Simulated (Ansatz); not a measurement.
2H-SiC, treated with G0W0@PBE (Ansatz, a first-principles code, plane waves, hard PAW, contour deformation).

The cell has the measured lattice parameters. Conventional cell: a = 3.0763 Å, b = 3.0763 Å, c = 5.0480 Å, α = 90.00°, β = 90.00°, γ = 120.00°.

The quasiparticle gap at Γ at a fixed k mesh 3×3×2:

```tsv
response cutoff	value (eV)
200 eV, 488 empty bands	5.855
250 eV, 682 empty bands	5.876
300 eV, 897 empty bands	5.889
400 eV, 1381 empty bands	5.902
```

Task: Taking the value to converge with the response cutoff E as E^(−3/2), extrapolate from the last two rows.

Result: With y = y∞ + c/w and weights w = 5196 and 8000 for the last two rows, y∞ = (w2 y2 − w1 y1)/(w2 − w1) = (8000 × 5.902 − 5196 × 5.889)/2804 = 5.926 eV, which lies 0.024 beyond the last row. Successive pairs of rows give 5.929, 5.930, 5.926. The limit also hangs on the law assumed, so its last digits aren't firm.

The other settings are not extrapolated, so this is the limit in one setting alone.

At the last cutoff the smallest gap on this mesh is 3.11 eV, with an edge away from Γ.
